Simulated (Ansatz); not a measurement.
Rock-salt PbTe: LDA at its full settings (plane-wave cutoff 520 eV, 10×10×10 k mesh, Fermi–Dirac smearing 0.01 eV, scalar-relativistic PAW data made under PBE) and at cheaper ones, in a cell of 2 atoms with Γ-centred meshes.

```json
[
 {"level and setting": "LDA (Ansatz)", "equilibrium lattice constant a (Å)": "6.380", "bulk modulus (GPa)": "48.7"},
 {"level and setting": "LDA (Γ point alone) (Ansatz)", "equilibrium lattice constant a (Å)": "7.405", "bulk modulus (GPa)": "19.9"},
 {"level and setting": "LDA (2×2×2 k mesh) (Ansatz)", "equilibrium lattice constant a (Å)": "6.707", "bulk modulus (GPa)": "38.2"},
 {"level and setting": "LDA (4×4×4 k mesh) (Ansatz)", "equilibrium lattice constant a (Å)": "6.381", "bulk modulus (GPa)": "49.2"}
]
```

Largest shifts from the full settings: lattice constant a +16.1 % (LDA (Γ point alone)), against a difference of -0.90 % of the full result from the reference 6.438 Å (measured, 120 K, not corrected to a static lattice; as tabulated in Noda, Masumoto, Ohba, Saito, Toriumi, Iwata, Shibuya, Acta Cryst. C 43, 1443 …); bulk modulus -59 % (LDA (Γ point alone)), against a difference of +22 % of the full result from the reference 39.8 GPa (measured, 300 K, not corrected to a static lattice, sources range from 39.8 to 44.0; as tabulated in Hummer et al. (2007), doi:10.1103/physrevb.75.195211).

Ansatz's density-functional and Hartree–Fock values are scalar-relativistic unless marked +SOC, with PAW data made under PBE.

Run with cheap settings on purpose, which may leave them unconverged: LDA (2×2×2 k mesh), LDA (4×4×4 k mesh), LDA (Γ point alone).

Ansatz is a first-principles code.
